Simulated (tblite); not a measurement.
Isomers of C4H7FN (doublet state). All values are computed: GFN2-xTB (tblite) harmonic vibrations without scaling, gas phase. Against measured fundamentals such values can be off by several per cent, at times by over 20. One conformer each. Open shells enter through the occupations alone, without spin polarisation, and single modes of such species can be off by tens of per cent.

Electronic energies: GFN2-xTB at the same geometries; isomer energies are rough at this level and their order can be wrong.

| SMILES | electronic energy, lowest = 0 (kcal/mol) |
| --- | --- |
| C=NC[CH]CF | 10.4 |
| NC[C@@H]1[CH][C@@H]1F | 25.7 |
| N[CH][C@@H]1C[C@H]1F | 0.0 |

**Question.** How do GFN2-xTB zero-point energies change the relative energies?

**Answer.** 
| SMILES | ZPE (kcal/mol) | of it from modes above 1550 cm⁻¹ | electronic (kcal/mol) | with ZPE, lowest = 0 (kcal/mol) | lowest mode (cm⁻¹) | rings |
| --- | --- | --- | --- | --- | --- | --- |
| N[CH][C@@H]1C[C@H]1F | 64.2 | 31.8 | 0.0 | 0.0 | 69 | 1 |
| C=NC[CH]CF | 62.5 | 31.9 | 10.4 | 8.8 | 37 | 0 |
| NC[C@@H]1[CH][C@@H]1F | 64.0 | 33.3 | 25.7 | 25.5 | 62 | 1 |

The zero-point energies span 1.7 kcal/mol, from `C=NC[CH]CF` to `N[CH][C@@H]1C[C@H]1F`. The order is unchanged.

**Question.** What do entropy and thermal enthalpy add at 298.15 K and 1 bar (rigid rotor, harmonic oscillator, one conformer each)?

**Answer.** 
| SMILES | point group | symmetry number | S (cal/(mol K)) | H − H(0) (kcal/mol) | ZPE + H − H(0) − TS (kcal/mol) |
| --- | --- | --- | --- | --- | --- |
| N[CH][C@@H]1C[C@H]1F | C1 | 1 | 82.3 | 4.90 | 44.5 |
| C=NC[CH]CF | C1 | 1 | 87.9 | 5.27 | 41.6 |
| NC[C@@H]1[CH][C@@H]1F | C1 | 1 | 82.2 | 4.87 | 44.3 |

S holds R ln(2S + 1) for the spin.
